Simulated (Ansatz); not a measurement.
Born–Oppenheimer molecular dynamics of C4H8O2 (14 atoms, charge 0, multiplicity 1). It starts from a relaxed structure.

The calculation used UKS PBE0/STO-3G in Ansatz.

| Quantity | Value |
| --- | --- |
| ensemble | NVT, Nosé–Hoover chain |
| time step | 1 fs |
| steps asked | 168 |
| set temperature | 300 K |
| thermostat | time constant 100 fs, chain length 3 (defaults) |
| seed | 264742 |

First frame:

```xyz
14
Properties=species:S:1:pos:R:3
C -2.023 0.259 -0.622
C -1.100 -0.017 0.294
C 0.415 0.189 0.072
C 1.217 -1.102 0.440
O 0.936 1.228 0.963
O 0.587 0.573 -1.321
H -3.092 0.129 -0.428
H -1.736 0.622 -1.614
H -1.373 -0.383 1.292
H 2.294 -0.919 0.331
H 0.923 -1.927 -0.221
H 1.014 -1.387 1.480
H 0.326 2.014 0.734
H 1.599 0.691 -1.370
```

**Question.** How far do the bonds stretch over the last three quarters of this one trajectory? (Pairs bonded in most of those frames.)

**Answer.** 
```csv
bond,mean (Å),spread (Å),shortest,longest
C1–C2,1.332,0.011,1.31,1.35
C1–H7,1.096,0.018,1.07,1.13
C1–H8,1.096,0.013,1.07,1.12
C2–C3,1.550,0.028,1.48,1.62
C2–H9,1.098,0.014,1.08,1.12
C3–C4,1.567,0.024,1.51,1.62
C3–O5,1.470,0.035,1.42,1.53
C3–O6,1.459,0.018,1.43,1.50
C4–H10,1.100,0.016,1.07,1.13
C4–H11,1.098,0.005,1.09,1.11
C4–H12,1.098,0.019,1.07,1.13
O5–H13,1.022,0.015,1.00,1.04
O6–H14,1.022,0.012,1.00,1.04
```

Mean temperature of the second half: 205 K. The conserved energy stayed within 0.86 meV per atom of its start (net change 0.49 meV per atom), so the integration is sound. The mean temperature of the second half is 32 % below the set value. A run of 0.17 ps of so small a system gives no equilibrium averages. Limits of this set-up: minimal basis.

Time of the run: 13 min on 1 thread of Intel(R) Xeon(R) Platinum 8259CL CPU @ 2.50GHz (Skylake/Cascade Lake), on a shared host, peak memory 0.16 GiB.
